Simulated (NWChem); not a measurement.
Program: NWChem. System: NO2, charge 0, spin multiplicity 4, at the geometry of a parent with another charge or spin, in a state set for the comparison that need not be this species' ground state. Its SCF solution wasn't tested for a lower state. Level: UMP2/def2-TZVP, 3 core orbitals frozen.

Job file:

```
start mol
memory heap 200 mb stack 900 mb global 1100 mb
geometry units angstroms nocenter noautoz
  O     -1.099437     0.000000     0.139935
  N      0.000000     0.000000    -0.319852
  O      1.099437     0.000000     0.139935
  symmetry group C2v
end
basis spherical
  * library def2-tzvp
end
scf
  uhf
  nopen 3
  maxiter 100
  thresh 1e-7
  semidirect memsize 60000000 filesize 0
  # guess.movecs holds the orbitals of an unrestricted PBE0 run
  vectors input guess.movecs output mol.movecs
end
mp2
  freeze core 3
end
task mp2 energy
```

Output (cleaned and shortened):

```
             Northwest Computational Chemistry Package (NWChem) 7.3.0
             --------------------------------------------------------

                                NWChem Input Module
                                -------------------

 Scaling coordinates for geometry "geometry" by  1.889725989
 (inverse scale =  0.529177249)

 Turning off AUTOSYM since
 SYMMETRY directive was detected!

                             Geometry "geometry" -> ""
                             -------------------------

 Output coordinates in angstroms (scale by  1.889725989 to convert to a.u.)

  No.       Tag          Charge          X              Y              Z
 ---- ---------------- ---------- -------------- -------------- --------------
    1 O                    8.0000    -1.09943700     0.00000000     0.13993500
    2 N                    7.0000     0.00000000     0.00000000    -0.31985200
    3 O                    8.0000     1.09943700     0.00000000     0.13993500

 Effective nuclear repulsion energy (a.u.)      65.1357033684

            Nuclear Dipole moment (a.u.)
            ----------------------------
        X                 Y               Z
 ---------------- ---------------- ----------------
     0.0000000000     0.0000000000    -0.0000075589

      Symmetry information
      --------------------

 Group name             C2v
 Group number             16
 Group order               4
 No. of unique centers     2

      Symmetry unique atoms

     1    2


 Summary of "ao basis" -> "" (spherical)
 ------------------------------------------------------------------------------
       Tag                 Description            Shells   Functions and Types
 ---------------- ------------------------------  ------  ---------------------
 *                         def2-tzvp                  on all atoms

 Summary of "ao basis" -> "ao basis" (spherical)
 ------------------------------------------------------------------------------
       Tag                 Description            Shells   Functions and Types
 ---------------- ------------------------------  ------  ---------------------
 O                         def2-tzvp                11       31   5s3p2d1f
 N                         def2-tzvp                11       31   5s3p2d1f

                                 NWChem SCF Module
                                 -----------------

  ao basis        = "ao basis"
  functions       =    93
  atoms           =     3
  alpha electrons =    13
  beta  electrons =    10
  charge          =   0.00
  wavefunction    = UHF
  use symmetry    = T
  symmetry adapt  = T

 Summary of "ao basis" -> "ao basis" (spherical)
 ------------------------------------------------------------------------------
       Tag                 Description            Shells   Functions and Types
 ---------------- ------------------------------  ------  ---------------------
 O                         def2-tzvp                11       31   5s3p2d1f
 N                         def2-tzvp                11       31   5s3p2d1f

      Symmetry analysis of basis
      --------------------------

        a1         35
        a2         13
        b1         28
        b2         17

 Forming initial guess at       0.0s

   Symmetry analysis of molecular orbitals - initial alpha
   -------------------------------------------------------

  Numbering of irreducible representations:

     1 a1          2 a2          3 b1          4 b2

  Orbital symmetries:

     1 b1          2 a1          3 a1          4 a1          5 b1
[...]
    1 O    8     4.57   0.40  0.59  0.32  0.52  0.14  1.16  1.13  0.28  0.00  0.02  0.00
    2 N    7     3.85   0.41  0.58  0.31  0.35  0.15  0.99  0.85  0.15  0.02  0.04  0.01
    3 O    8     4.57   0.40  0.59  0.32  0.52  0.14  1.16  1.13  0.28  0.00  0.02  0.00

   Mulliken analysis of the beta density
   -------------------------------------

    Atom       Charge   Shell Charges
 -----------   ------   -------------------------------------------------------
    1 O    8     3.57   0.40  0.59  0.28  0.49  0.18  0.63  0.70  0.28  0.00  0.02  0.00
    2 N    7     2.86   0.41  0.58  0.24  0.29  0.05  0.52  0.54  0.16  0.01  0.05  0.01
    3 O    8     3.57   0.40  0.59  0.28  0.49  0.18  0.63  0.70  0.28  0.00  0.02  0.00

   Mulliken analysis of the spin density
   -------------------------------------

    Atom       Charge   Shell Charges
 -----------   ------   -------------------------------------------------------
    1 O    8     1.01   0.00 -0.00  0.04  0.04 -0.04  0.54  0.43  0.00  0.00 -0.00 -0.00
    2 N    7     0.99   0.00 -0.00  0.07  0.06  0.10  0.46  0.32 -0.01  0.00 -0.01  0.00
    3 O    8     1.01   0.00 -0.00  0.04  0.04 -0.04  0.54  0.43  0.00  0.00 -0.00 -0.00

       Multipole analysis of the density wrt the origin
       ------------------------------------------------

     L   x y z        total         alpha         beta         nuclear
     -   - - -        -----         -----         ----         -------
     0   0 0 0     -0.000000    -13.000000    -10.000000     23.000000

     1   1 0 0     -0.000000      0.000000     -0.000000      0.000000
     1   0 1 0      0.000000      0.000000      0.000000      0.000000
     1   0 0 1      0.044492      0.241503     -0.197004     -0.000008

     2   2 0 0    -12.450828    -45.710391    -35.805490     69.065053
     2   1 1 0     -0.000000     -0.000000     -0.000000      0.000000
     2   1 0 1      0.000000     -0.000000      0.000000      0.000000
     2   0 2 0    -11.571980     -6.479906     -5.092074      0.000000
     2   0 1 1      0.000000     -0.000000      0.000000      0.000000
     2   0 0 2    -11.217514     -8.951042     -5.942691      3.676218

                   NWChem MP2 Semi-direct Energy/Gradient Module
                   ---------------------------------------------

  Basis functions       =     93
  Molecular orbitals    =     93
  Frozen core           =      3
  Frozen virtuals       =      0
  Active alpha occupied =     10
  Active beta occupied  =      7
  Active alpha virtual  =     80
  Active beta virtual   =     83
  Use MO symmetry       = T
  Use skeleton AO sym   = T

  AO/Fock/Back tols     =   1.0D-09  1.0D-09  1.0D-09

 GA uses MA = F    GA memory limited = T

 Available:
  local mem=  1.26D+08
 global mem=  1.44D+08
 local disk=  0.00D+00
  mp2_memr nvloc                    80
  nvloc new                    80
   1 passes of  10:        5242880                      57627                  11816948.
   1 passes of  10: M    126153198           G      144161902           F     120910318.

 Semi-direct pass number   1 of   1  for UHF alpha       at        1.1s
  vrange nnbf                  4339
  mp2_eaftype                    45  avail_ma_in_mb                  1099
 EAF : mp2_eaftype filesize          45    5908474.
  mp2_eaf for mointskh                     45
Node 0 wrote     27.8 Mb in      0.0 s     Agg I/O rate:  2443.9 Mb/s
 Done moints_semi at        2.2s
  mp2_eaftype                    45  avail_ma_in_mb                  1054
 EAF : mp2_eaftype filesize          45    5908474.
  mp2_eaf for kh                    45
 Done maket at        2.3s
 Done multipass loop at        2.3s

 GA uses MA = F    GA memory limited = T

 Available:
  local mem=  1.26D+08
 global mem=  1.44D+08
 local disk=  0.00D+00
  mp2_memr nvloc                    83
  nvloc new                    83
   1 passes of   7:        5242880                      46682                   8586129.
   1 passes of   7: M    126153198           G      144161902           F     120910318.

 Semi-direct pass number   1 of   1  for UHF beta        at        2.3s
  vrange nnbf                  4339
  mp2_eaftype                    32  avail_ma_in_mb                  1099
 EAF : mp2_eaftype filesize          32    4293064.
  mp2_eaf for mointskh                     32
Node 0 wrote     20.2 Mb in      0.0 s     Agg I/O rate:   785.5 Mb/s
 Done moints_semi at        3.3s
  mp2_eaftype                    32  avail_ma_in_mb                  1067
 EAF : mp2_eaftype filesize          32    4293064.
  mp2_eaf for kh                    32
 Done maket at        3.4s
 Done multipass loop at        3.4s

          -------------------------------------------
          SCF energy                -204.032172520848
          Correlation energy          -0.557462671696
          Singlet pairs                0.000000000000
          Triplet pairs                0.000000000000
          Total MP2 energy          -204.589635192543
          -------------------------------------------

          ---------------------------------------------------
                    Spin Component Scaled (SCS) MP2
          Same spin pairs                     -0.151654899303
          Same spin scaling factor             0.333333333333
          Opposite spin pairs                 -0.405807772393
          Opposite spin scaling fact.          1.200000000000
          SCS-MP2 correlation energy          -0.537520959972
          Total SCS-MP2 energy              -204.569693480820
          ---------------------------------------------------

 -----------------------
 Performance information
 -----------------------

 Timer overhead =  9.56D-08 seconds/call

               Nr. of calls         CPU time (s)                 Wall time (s)                GFlops
             ---------------    -------------------     ------------------------------   -------------------
Name         Min   Avg   Max    Min     Avg     Max     Min     Avg     Max   Mx/calls   Min     Max     Sum
mp2: moin     2     2     2    2.1     2.1     2.1      2.1     2.1     2.1     1.1      0.0     0.0     0.0
mp2: make     2     2     2   0.17    0.17    0.17     0.17    0.17    0.17    8.39E-2   0.0     0.0     0.0
mp2: tota     1     1     1    2.4     2.4     2.4      2.4     2.4     2.4     2.4      0.0     0.0     0.0

 The average no. of pstat calls per process was 5.00D+00
 with a timing overhead of 4.78D-07s

 Task  times  cpu:        3.4s     wall:        3.4s

 Total times  cpu:        3.4s     wall:        3.4s
```
